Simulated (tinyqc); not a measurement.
Inside a calculation (part 1 of 2). Method: G0W0 on RHF in the sto-3g basis, for H2F+, spin multiplicity 1. Computed by tinyqc, a small Python program that keeps every step (integrals from PySCF). Settings: charge = 1, multiplicity = 1, basis = sto-3g, method = RHF, energy threshold = 1e-10, iteration cap = 52, orthogonalisation = symmetric, start = atomic densities, DIIS depth = 6. Command: `OMP_NUM_THREADS=1 python tinyqc.py 28148 28149 out.jsonl` (the two numbers bound the seeds that draw the settings). One thread of a shared host (Intel(R) Xeon(R) Processor @ 2.60GHz), about 0.1 s of CPU time with the checks. The early iterations of the SCF are left out here.

## One-electron integrals

Geometry (angstrom):
```
atom       x        y       z
F     0.0000   0.0000  0.0000
H     0.0000   0.8600  0.5880
H     0.0000  -0.9200  0.6290
```

Basis sto-3g: exponents (1/bohr^2) and contraction coefficients of normalised primitives:
```
element  l (shell)  exponent  coefficient
F            s (1)  166.6791       0.1543
F            s (1)   30.3608       0.5353
F            s (1)    8.2168       0.4446
F            s (2)    6.4648      -0.1000
F            s (2)    1.5023       0.3995
F            s (2)    0.4886       0.7001
F            p (3)    6.4648       0.1559
F            p (3)    1.5023       0.6077
F            p (3)    0.4886       0.3920
H            s (1)    3.4253       0.1543
H            s (1)    0.6239       0.5353
H            s (1)    0.1689       0.4446
```

Overlap, kinetic and nuclear-attraction integrals over the contracted functions; the nuclear repulsion is the sum of Za Zb / Rab.

nuclear repulsion = 9.142145 hartree

overlap S:
```
         1F 1s   1F 2s  1F 2px   1F 2py  1F 2pz   2H 1s    3H 1s
1F 1s   1.0000  0.2380  0.0000   0.0000  0.0000  0.0367   0.0308
1F 2s   0.2380  1.0000  0.0000   0.0000  0.0000  0.3697   0.3280
1F 2px  0.0000  0.0000  1.0000   0.0000  0.0000  0.0000   0.0000
1F 2py  0.0000  0.0000  0.0000   1.0000  0.0000  0.2512  -0.2289
1F 2pz  0.0000  0.0000  0.0000   0.0000  1.0000  0.1717   0.1565
2H 1s   0.0367  0.3697  0.0000   0.2512  0.1717  1.0000   0.1691
3H 1s   0.0308  0.3280  0.0000  -0.2289  0.1565  0.1691   1.0000
```

kinetic energy T (hartree):
```
          1F 1s    1F 2s  1F 2px   1F 2py  1F 2pz    2H 1s    3H 1s
1F 1s   36.9846  -0.2129  0.0000   0.0000  0.0000  -0.0062  -0.0075
1F 2s   -0.2129   1.0380  0.0000   0.0000  0.0000   0.0715   0.0465
1F 2px   0.0000   0.0000  3.2480   0.0000  0.0000   0.0000   0.0000
1F 2py   0.0000   0.0000  0.0000   3.2480  0.0000   0.1534  -0.1187
1F 2pz   0.0000   0.0000  0.0000   0.0000  3.2480   0.1049   0.0811
2H 1s   -0.0062   0.0715  0.0000   0.1534  0.1049   0.7600  -0.0056
3H 1s   -0.0075   0.0465  0.0000  -0.1187  0.0811  -0.0056   0.7600
```

nuclear attraction V (hartree):
```
           1F 1s     1F 2s    1F 2px    1F 2py    1F 2pz    2H 1s    3H 1s
1F 1s   -77.9924   -9.4107    0.0000   -0.0012   -0.0123  -1.4898  -1.2496
1F 2s    -9.4107  -12.5217    0.0000   -0.0141   -0.1519  -3.4831  -3.0296
1F 2px    0.0000    0.0000  -12.3767    0.0000    0.0000   0.0000   0.0000
1F 2py   -0.0012   -0.0141    0.0000  -12.4831   -0.0065  -2.0509   1.8157
1F 2pz   -0.0123   -0.1519    0.0000   -0.0065  -12.4264  -1.4418  -1.2795
2H 1s    -1.4898   -3.4831    0.0000   -2.0509   -1.4418  -5.9758  -1.1225
3H 1s    -1.2496   -3.0296    0.0000    1.8157   -1.2795  -1.1225  -5.7132
```

core Hamiltonian H = T + V (hartree):
```
           1F 1s     1F 2s   1F 2px   1F 2py   1F 2pz    2H 1s    3H 1s
1F 1s   -41.0078   -9.6236   0.0000  -0.0012  -0.0123  -1.4960  -1.2571
1F 2s    -9.6236  -11.4837   0.0000  -0.0141  -0.1519  -3.4116  -2.9831
1F 2px    0.0000    0.0000  -9.1287   0.0000   0.0000   0.0000   0.0000
1F 2py   -0.0012   -0.0141   0.0000  -9.2350  -0.0065  -1.8975   1.6970
1F 2pz   -0.0123   -0.1519   0.0000  -0.0065  -9.1784  -1.3369  -1.1984
2H 1s    -1.4960   -3.4116   0.0000  -1.8975  -1.3369  -5.2158  -1.1280
3H 1s    -1.2571   -2.9831   0.0000   1.6970  -1.1984  -1.1280  -4.9532
```

## Two-electron integrals

Functions are numbered as in S; the eight-fold symmetry (ij|kl) = (ji|kl) = (kl|ij) leaves the list below.

Two-electron integrals (ij|kl) in chemists' order, unique and non-zero (hartree):
```
(11|11) 5.4035      (21|11) 0.8419      (21|21) 0.1563      (22|11) 1.2680
(22|21) 0.2923      (22|22) 0.9262      (31|31) 0.0280      (32|31) 0.0432
(32|32) 0.2046      (33|11) 1.2645      (33|21) 0.2924      (33|22) 0.9260
(33|33) 0.9975      (41|41) 0.0280      (42|41) 0.0432      (42|42) 0.2046
(43|43) 0.0538      (44|11) 1.2645      (44|21) 0.2924      (44|22) 0.9260
(44|33) 0.8900      (44|44) 0.9975      (51|51) 0.0280      (52|51) 0.0432
(52|52) 0.2046      (53|53) 0.0538      (54|54) 0.0538      (55|11) 1.2645
(55|21) 0.2924      (55|22) 0.9260      (55|33) 0.8900      (55|44) 0.8900
(55|55) 0.9975      (61|11) 0.1317      (61|21) 0.0242      (61|22) 0.0451
(61|33) 0.0450      (61|41) 0.0008      (61|42) 0.0015      (61|44) 0.0451
(61|51) 0.0006      (61|52) 0.0011      (61|54) 1.00e-04    (61|55) 0.0451
(61|61) 0.0038      (62|11) 0.3362      (62|21) 0.0786      (62|22) 0.2780
(62|33) 0.2739      (62|41) 0.0044      (62|42) 0.0346      (62|44) 0.2821
(62|51) 0.0030      (62|52) 0.0237      (62|54) 0.0056      (62|55) 0.2777
(62|61) 0.0124      (62|62) 0.1030      (63|31) 0.0082      (63|32) 0.0487
(63|43) 0.0073      (63|53) 0.0050      (63|63) 0.0152      (64|11) 0.1898
(64|21) 0.0449      (64|22) 0.1702      (64|33) 0.1629      (64|41) 0.0104
(64|42) 0.0687      (64|44) 0.1822      (64|51) 0.0015      (64|52) 0.0137
(64|54) 0.0082      (64|55) 0.1651      (64|61) 0.0074      (64|62) 0.0773
(64|64) 0.0728      (65|11) 0.1298      (65|21) 0.0307      (65|22) 0.1163
(65|33) 0.1114      (65|41) 0.0015      (65|42) 0.0137      (65|44) 0.1147
(65|51) 0.0092      (65|52) 0.0580      (65|54) 0.0095      (65|55) 0.1229
(65|61) 0.0050      (65|62) 0.0529      (65|64) 0.0394      (65|65) 0.0422
(66|11) 0.4943      (66|21) 0.1174      (66|22) 0.4794      (66|33) 0.4631
(66|41) 0.0082      (66|42) 0.0910      (66|44) 0.4960      (66|51) 0.0056
(66|52) 0.0622      (66|54) 0.0225      (66|55) 0.4785      (66|61) 0.0186
(66|62) 0.2287      (66|64) 0.1996      (66|65) 0.1365      (66|66) 0.7746
(71|11) 0.1105      (71|21) 0.0203      (71|22) 0.0379      (71|33) 0.0378
(71|41) -0.0007     (71|42) -0.0013     (71|44) 0.0379      (71|51) 4.68e-04
(71|52) 0.0009      (71|54) -8.49e-05   (71|55) 0.0379      (71|61) 0.0031
(71|62) 0.0101      (71|64) 0.0055      (71|65) 0.0041      (71|66) 0.0151
(71|71) 0.0027      (72|11) 0.2924      (72|21) 0.0684      (72|22) 0.2432
(72|33) 0.2396      (72|41) -0.0038     (72|42) -0.0306     (72|44) 0.2468
(72|51) 0.0026      (72|52) 0.0209      (72|54) -0.0050     (72|55) 0.2430
(72|61) 0.0105      (72|62) 0.0736      (72|64) 0.0380      (72|65) 0.0368
(72|66) 0.1338      (72|71) 0.0090      (72|72) 0.0800      (73|31) 0.0070
(73|32) 0.0421      (73|43) -0.0064     (73|53) 0.0044      (73|63) 0.0104
(73|73) 0.0116      (74|11) -0.1687     (74|21) -0.0399     (74|22) -0.1520
(74|33) -0.1456     (74|41) 0.0090      (74|42) 0.0601      (74|44) -0.1627
(74|51) -0.0013     (74|52) -0.0123     (74|54) 0.0073      (74|55) -0.1476
(74|61) -0.0059     (74|62) -0.0391     (74|64) -0.0101     (74|65) -0.0192
(74|66) -0.0647     (74|71) -0.0055     (74|72) -0.0614     (74|74) 0.0584
(75|11) 0.1153      (75|21) 0.0273      (75|22) 0.1039      (75|33) 0.0996
(75|41) -0.0013     (75|42) -0.0123     (75|44) 0.1025      (75|51) 0.0079
(75|52) 0.0505      (75|54) -0.0084     (75|55) 0.1096      (75|61) 0.0043
(75|62) 0.0373      (75|64) 0.0189      (75|65) 0.0288      (75|66) 0.0749
(75|71) 0.0038      (75|72) 0.0420      (75|74) -0.0320     (75|75) 0.0335
(76|11) 0.1023      (76|21) 0.0242      (76|22) 0.0941      (76|33) 0.0923
(76|41) -2.66e-05   (76|42) -3.38e-04   (76|44) 0.0941      (76|51) 0.0015
(76|52) 0.0141      (76|54) -7.45e-05   (76|55) 0.0958      (76|61) 0.0038
(76|62) 0.0350      (76|64) 0.0229      (76|65) 0.0206      (76|66) 0.0839
(76|71) 0.0032      (76|72) 0.0313      (76|74) -0.0212     (76|75) 0.0187
(76|76) 0.0153      (77|11) 0.4653      (77|21) 0.1106      (77|22) 0.4543
(77|33) 0.4394      (77|41) -0.0074     (77|42) -0.0842     (77|44) 0.4696
(77|51) 0.0051      (77|52) 0.0576      (77|54) -0.0206     (77|55) 0.4535
(77|61) 0.0169      (77|62) 0.1452      (77|64) 0.0685      (77|65) 0.0798
(77|66) 0.2950      (77|71) 0.0147      (77|72) 0.1959      (77|74) -0.1750
(77|75) 0.1196      (77|76) 0.0839      (77|77) 0.7746
```

## Orthogonalisation

S = U s U^T; symmetric (Loewdin) form X = U s^(-1/2) U^T, so that X^T S X = 1.

eigenvalues of S: 0.4874  0.5724  0.9014  1.0000  1.0895  1.2642  1.6851

X:
```
          1F 1s    1F 2s  1F 2px   1F 2py   1F 2pz    2H 1s    3H 1s
1F 1s    1.0236  -0.1346  0.0000  -0.0009  -0.0051   0.0177   0.0156
1F 2s   -0.1346   1.1271  0.0000   0.0098   0.0481  -0.2074  -0.1735
1F 2px   0.0000   0.0000  1.0000   0.0000   0.0000   0.0000   0.0000
1F 2py  -0.0009   0.0098  0.0000   1.0564   0.0040  -0.1599   0.1431
1F 2pz  -0.0051   0.0481  0.0000   0.0040   1.0221  -0.0943  -0.0814
2H 1s    0.0177  -0.2074  0.0000  -0.1599  -0.0943   1.1100  -0.0655
3H 1s    0.0156  -0.1735  0.0000   0.1431  -0.0814  -0.0655   1.0861
```

## Iteration 8 (converged): orbitals

converged F (hartree):
```
           1F 1s    1F 2s   1F 2px   1F 2py   1F 2pz    2H 1s    3H 1s
1F 1s   -26.5795  -6.7785   0.0000  -0.0015  -0.0214  -1.0627  -0.8939
1F 2s    -6.7785  -3.5921   0.0000  -0.0118  -0.0960  -1.1104  -0.9761
1F 2px    0.0000   0.0000  -1.0096   0.0000   0.0000   0.0000   0.0000
1F 2py   -0.0015  -0.0118   0.0000  -0.9233  -0.0071  -0.5108   0.4704
1F 2pz   -0.0214  -0.0960   0.0000  -0.0071  -0.9584  -0.3980  -0.3693
2H 1s    -1.0627  -1.1104   0.0000  -0.5108  -0.3980  -0.7954  -0.2998
3H 1s    -0.8939  -0.9761   0.0000   0.4704  -0.3693  -0.2998  -0.7207
```

Diagonalise F' = X^T F X, C = X C', fill 5 alpha and 5 beta electrons from the bottom; D = 2 C_occ C_occ^T. Each column has its largest component positive (the first on a tie).

F' = X^T F X (hartree):
```
          1        2        3        4        5        6        7
1  -26.1018  -3.4344   0.0000  -0.0036  -0.0400  -0.1259  -0.0896
2   -3.4344  -2.2637   0.0000   0.0094   0.0338  -0.4602  -0.3967
3    0.0000   0.0000  -1.0096   0.0000   0.0000   0.0000   0.0000
4   -0.0036   0.0094   0.0000  -0.7367   0.0039  -0.4134   0.3818
5   -0.0400   0.0338   0.0000   0.0039  -0.8785  -0.2782  -0.2534
6   -0.1259  -0.4602   0.0000  -0.4134  -0.2782  -0.3744  -0.0660
7   -0.0896  -0.3967   0.0000   0.3818  -0.2534  -0.0660  -0.3847
```

orbital energies (hartree): MO1 -26.5890, MO2 -2.0041, MO3 -1.1261, MO4 -1.0339, MO5 -1.0096, MO6 -0.0704, MO7 0.0837

coefficients C:
```
            MO1      MO2      MO3      MO4     MO5      MO6      MO7
1F 1s    0.9948  -0.2514   0.0111   0.0614  0.0000   0.0946   0.0262
1F 2s    0.0221   0.9565  -0.0580  -0.3060  0.0000  -0.5680  -0.1702
1F 2px   0.0000   0.0000   0.0000   0.0000  1.0000   0.0000   0.0000
1F 2py   0.0003   0.0105   0.7437  -0.0685  0.0000   0.1541  -0.7618
1F 2pz   0.0021   0.0913   0.0696   0.8696  0.0000  -0.5253  -0.1312
2H 1s   -0.0040   0.0883   0.3616   0.1920  0.0000   0.5451   0.9174
3H 1s   -0.0034   0.0757  -0.3226   0.2502  0.0000   0.8583  -0.5763
```

D after iteration 8:
```
          1F 1s    1F 2s  1F 2px   1F 2py   1F 2pz    2H 1s    3H 1s
1F 1s    2.1134  -0.4758  0.0000   0.0034   0.0665  -0.0207  -0.0212
1F 2s   -0.4758   2.0247  0.0000  -0.0243  -0.3656   0.0093   0.0290
1F 2px   0.0000   0.0000  2.0000   0.0000   0.0000   0.0000   0.0000
1F 2py   0.0034  -0.0243  0.0000   1.1159  -0.0136   0.5134  -0.5126
1F 2pz   0.0665  -0.3656  0.0000  -0.0136   1.5389   0.4004   0.4041
2H 1s   -0.0207   0.0093  0.0000   0.5134   0.4004   0.3509  -0.1238
3H 1s   -0.0212   0.0290  0.0000  -0.5126   0.4041  -0.1238   0.3449
```

## Convergence

Stop when the energy changes by less than 1e-10 hartree and every element of the error matrix X^T (F D S - S D F) X is below 3e-06.

Course of the cycle:
```
iteration  E (hartree)     change  largest element of the error matrix
1           -93.991694          -                             1.05e+00
2           -98.719938  -4.73e+00                             3.06e-01
3           -98.842096  -1.22e-01                             2.06e-02
4           -98.842811  -7.15e-04                             6.37e-03
5           -98.842841  -3.03e-05                             2.14e-04
6           -98.842841  -5.07e-08                             5.32e-05
7           -98.842841  -5.90e-09                             9.70e-06
8           -98.842841  -9.77e-11                             1.18e-06
```

PySCF RHF in the same basis = -98.842841 hartree

Converged in 8 iterations.

## Integrals over molecular orbitals

(pq|rs) = sum C_ip C_jq C_kr C_ls (ij|kl), one index at a time.

one-electron integrals over orbitals h = C^T H C (hartree):
```
          1        2        3        4        5        6        7
1  -40.9900   0.6944  -0.0296  -0.1587   0.0000  -0.2519  -0.0697
2    0.6944  -9.5904   0.0524   0.3537   0.0000   1.2437   0.3513
3   -0.0296   0.0524  -7.9369  -0.0795   0.0000  -0.4000   2.1549
4   -0.1587   0.3537  -0.0795  -8.5763   0.0000   1.4896   0.1194
5    0.0000   0.0000   0.0000   0.0000  -9.1287   0.0000   0.0000
6   -0.2519   1.2437  -0.4000   1.4896   0.0000  -5.4907   0.0273
7   -0.0697   0.3513   2.1549   0.1194   0.0000   0.0273  -5.9173
```

Two-electron integrals over orbitals (pq|rs), unique and non-zero (hartree):
```
(11|11) 5.3630      (21|11) -0.5064     (21|21) 0.0758      (22|11) 1.2074
(22|21) -0.0199     (22|22) 0.8592      (31|11) 0.0224      (31|21) -0.0029
(31|22) 0.0024      (31|31) 0.0175      (32|11) -0.0152     (32|21) 0.0014
(32|22) 0.0024      (32|31) 0.0257      (32|32) 0.1548      (33|11) 0.9799
(33|21) -0.0084     (33|22) 0.7508      (33|31) -0.0009     (33|32) -0.0046
(33|33) 0.7237      (41|11) 0.1226      (41|21) -0.0159     (41|22) 0.0124
(41|31) 0.0011      (41|32) 1.06e-04    (41|33) 0.0046      (41|41) 0.0274
(42|11) -0.0937     (42|21) 0.0074      (42|22) -0.0043     (42|31) 7.92e-05
(42|32) 0.0014      (42|33) -0.0077     (42|41) 0.0300      (42|42) 0.1605
(43|11) 0.0167      (43|21) -0.0006     (43|22) 0.0071      (43|31) -0.0034
(43|32) 0.0067      (43|33) 0.0082      (43|41) -0.0015     (43|42) -0.0091
(43|43) 0.0490      (44|11) 1.1429      (44|21) -0.0139     (44|22) 0.8102
(44|31) 1.70e-04    (44|32) -0.0108     (44|33) 0.7020      (44|41) -0.0098
(44|42) -0.0850     (44|43) 0.0089      (44|44) 0.8700      (51|51) 0.0296
(52|51) 0.0393      (52|52) 0.1828      (53|51) -0.0016     (53|52) -0.0059
(53|53) 0.0380      (54|51) -0.0089     (54|52) -0.0326     (54|53) 0.0020
(54|54) 0.0527      (55|11) 1.2640      (55|21) -0.0143     (55|22) 0.8820
(55|31) 0.0006      (55|32) -0.0080     (55|33) 0.7405      (55|41) 0.0035
(55|42) -0.0517     (55|43) 0.0096      (55|44) 0.8257      (55|55) 0.9975
(61|11) 0.1906      (61|21) -0.0300     (61|22) 0.0041      (61|31) 0.0036
(61|32) 0.0031      (61|33) 0.0019      (61|41) -0.0063     (61|42) -0.0189
(61|43) 0.0006      (61|44) 0.0121      (61|55) 0.0053      (61|61) 0.0189
(62|11) -0.2623     (62|21) 0.0068      (62|22) -0.1341     (62|31) 0.0021
(62|32) 0.0136      (62|33) -0.0846     (62|41) -0.0173     (62|42) -0.0455
(62|43) -0.0038     (62|44) -0.0910     (62|55) -0.1384     (62|61) 0.0059
(62|62) 0.0712      (63|11) 0.0758      (63|21) -0.0016     (63|22) 0.0405
(63|31) -0.0038     (63|32) 0.0204      (63|33) 0.0356      (63|41) 1.80e-04
(63|42) -0.0107     (63|43) 0.0184      (63|44) 0.0308      (63|55) 0.0432
(63|61) 1.82e-04    (63|62) -0.0152     (63|63) 0.0683      (64|11) -0.2849
(64|21) 0.0039      (64|22) -0.1526     (64|31) -0.0016     (64|32) -0.0099
(64|33) -0.0917     (64|41) -0.0050     (64|42) 0.0148      (64|43) -0.0066
(64|44) -0.1574     (64|55) -0.1585     (64|61) 3.41e-04    (64|62) 0.0573
(64|63) -0.0303     (64|64) 0.0856      (65|51) -0.0124     (65|52) -0.0482
(65|53) 0.0058      (65|54) -0.0098     (65|65) 0.0241      (66|11) 0.6782
(66|21) -0.0054     (66|22) 0.5569      (66|31) -0.0024     (66|32) -0.0321
(66|33) 0.5404      (66|41) 0.0146      (66|42) 0.0645      (66|43) -0.0235
(66|44) 0.5329      (66|55) 0.5359      (66|61) -0.0054     (66|62) -0.0486
(66|63) -0.0320     (66|64) -0.0165     (66|66) 0.5656      (71|11) 0.0530
(71|21) -0.0086     (71|22) 4.76e-04    (71|31) -0.0161     (71|32) -0.0235
(71|33) 0.0020      (71|41) 2.38e-04    (71|42) -0.0025     (71|43) 0.0034
(71|44) 0.0024      (71|55) 0.0014      (71|61) 0.0017      (71|62) -0.0022
(71|63) 0.0035      (71|64) 0.0011      (71|66) 0.0025      (71|71) 0.0165
(72|11) -0.0753     (72|21) 0.0018      (72|22) -0.0388     (72|31) -0.0175
(72|32) -0.0662     (72|33) -0.0169     (72|41) -0.0025     (72|42) -0.0023
(72|43) 0.0210      (72|44) -0.0306     (72|55) -0.0389     (72|61) -0.0022
(72|62) 0.0064      (72|63) 0.0214      (72|64) 0.0156      (72|66) -0.0152
(72|71) 0.0157      (72|72) 0.0588      (73|11) -0.4190     (73|21) 0.0081
(73|22) -0.2088     (73|31) -1.07e-04   (73|32) 0.0183      (73|33) -0.1612
(73|41) 0.0011      (73|42) 0.0552      (73|43) -0.0007     (73|44) -0.1959
(73|55) -0.2301     (73|61) -0.0047     (73|62) 0.0633      (73|63) -0.0115
(73|64) 0.0870      (73|66) -0.0276     (73|71) -0.0013     (73|72) 0.0227
(73|73) 0.1621      (74|11) -0.0238     (74|21) 2.03e-04    (74|22) -0.0111
(74|31) 0.0069      (74|32) 0.0523      (74|33) -0.0065     (74|41) -0.0022
(74|42) -0.0073     (74|43) -0.0067     (74|44) -0.0141     (74|55) -0.0124
(74|61) 0.0021      (74|62) 0.0106      (74|63) 0.0390      (74|64) -0.0041
(74|66) -0.0299     (74|71) -0.0065     (74|72) -0.0087     (74|73) 0.0188
(74|74) 0.0471      (75|51) -0.0034     (75|52) -0.0133     (75|53) -0.0247
(75|54) 4.57e-04    (75|65) 0.0019      (75|75) 0.0203      (76|11) -0.0062
(76|21) 2.68e-04    (76|22) 0.0029      (76|31) 0.0084      (76|32) 0.0809
(76|33) -2.03e-04   (76|41) 0.0022      (76|42) 0.0067      (76|43) 0.0452
(76|44) -0.0108     (76|55) -0.0022     (76|61) 7.78e-05    (76|62) -0.0035
(76|63) 0.0714      (76|64) -0.0210     (76|66) -0.0604     (76|71) -0.0080
(76|72) 0.0048      (76|73) 0.0275      (76|74) 0.0520      (76|76) 0.1325
(77|11) 0.7789      (77|21) -0.0074     (77|22) 0.6044      (77|31) 0.0050
(77|32) 0.0413      (77|33) 0.6038      (77|41) 0.0035      (77|42) 0.0079
(77|43) 0.0198      (77|44) 0.5756      (77|55) 0.5902      (77|61) 0.0025
(77|62) -0.0418     (77|63) 0.0469      (77|64) -0.0417     (77|66) 0.5021
(77|71) -0.0037     (77|72) -0.0105     (77|73) -0.0545     (77|74) 0.0245
(77|76) 0.0569      (77|77) 0.5941
```
